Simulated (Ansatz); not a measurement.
`NC(N)(F)F`, 9 atoms. The species carries charge 0 and has multiplicity 1. All runs use 2 threads of an AMD EPYC 9B45 on a shared host. Correlated methods freeze the cores.

How many basis functions does each run have, and how long does it take in Ansatz? RKS PBE0-D4/def2-QZVPP energy; RKS B97M-V/def2-TZVPP energy; RKS ωB97M-V/def2-QZVPP energy; direct RPA on PBE orbitals/def2-TZVPP energy; RKS PBE0-D4/def2-TZVP frequencies; RKS PBE0-D4/def2-SVP energy; RHF-CCSD(T)/def2-SVP energy; RHF-CCSD(T)/def2-TZVPP energy; RHF-MP2/def2-QZVPP energy; RKS PBE0-D4/def2-TZVPP energy; RKS PBE0-D4/def2-TZVP relaxation (6 steps); RKS SPW92 (LDA)/def2-TZVPP energy. (Estimate.)

Computed: Other jobs shared the machine, so times are rough.

| level | job | functions | wall time | peak host memory (GiB) |
| --- | --- | --- | --- | --- |
| RKS PBE0-D4/def2-SVP | energy | 90 | 0.5 s | 0.39 |
| RKS SPW92 (LDA)/def2-TZVPP | energy | 211 | 0.6 s | 0.23 |
| RKS PBE0-D4/def2-TZVPP | energy | 211 | 1.2 s | 0.45 |
| direct RPA on PBE orbitals/def2-TZVPP | energy | 211 | 2.3 s | 0.45 |
| RHF-CCSD(T)/def2-SVP | energy | 90 | 2.4 s | 0.39 |
| RKS PBE0-D4/def2-QZVPP | energy | 405 | 3.3 s | 1 |
| RKS B97M-V/def2-TZVPP | energy | 211 | 3.3 s | 0.3 |
| RKS ωB97M-V/def2-QZVPP | energy | 405 | 7 s | 1.2 |
| RHF-MP2/def2-QZVPP | energy | 405 | 9 s | 2.1 |
| RKS PBE0-D4/def2-TZVP | relaxation (6 steps) | 179 | 9.5 s | 0.39 |
| RKS PBE0-D4/def2-TZVP | frequencies | 179 | 53 s | 0.4 |
| RHF-CCSD(T)/def2-TZVPP | energy | 211 | 93 s | 1.7 |
